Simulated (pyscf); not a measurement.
H₂N–NH–SiH₃ → cyclic H₄N₂Si (SMILES N1N[SiH2]1) + hydrogen (H₂) (concerted two-bond exchange; singlet surface; H–N, H–Si broken, N–Si, H–H formed). Single points on ωB97X-D3(BJ)/def2-SVP structures (PySCF, gas phase). Energies in kcal/mol from the reactant's lowest minimum found.

```csv
level,barrier,reaction energy
ωB97X-D3(BJ)/def2-TZVP,73.5,+38.3
PBE/def2-TZVP,63.0,+33.0
r²SCAN/def2-TZVP,___,___
PBE0-D3(BJ)/def2-TZVP,69.4,+38.3
M06-2X/def2-TZVP,___,+35.4
ωB97M-D3(BJ)/def2-TZVP,71.7,+37.0
```

**Question.** What belongs in the gaps?

**Answer.** 
- r²SCAN/def2-TZVP, barrier: 66.6
- r²SCAN/def2-TZVP, reaction energy: +33.9
- M06-2X/def2-TZVP, barrier: 71.9

The functionals in the table span 10.5 kcal/mol in this barrier, from PBE to ωB97X-D3(BJ)/def2-TZVP. At the saddle there is also a short H–Si contact that neither side keeps. The same reactants have a lower exit, to H₂N–SiH₂–NH₂ (barrier +64.6 kcal/mol at ωB97M-D3(BJ)/def2-TZVP, against +71.7 kcal/mol here). H₂N–NH–SiH₃ lies 57.4 kcal/mol over its isomer H₂N–SiH₂–NH₂ (electronic energy, ωB97M-D3(BJ)/def2-TZVP). cyclic H₄N₂Si (SMILES N1N[SiH2]1) lies 63.0 kcal/mol over its isomer H₂N–Si:–NH₂ [singlet] (electronic energy, ωB97M-D3(BJ)/def2-TZVP). This is the saddle that the search found; another between the same sides may lie lower.
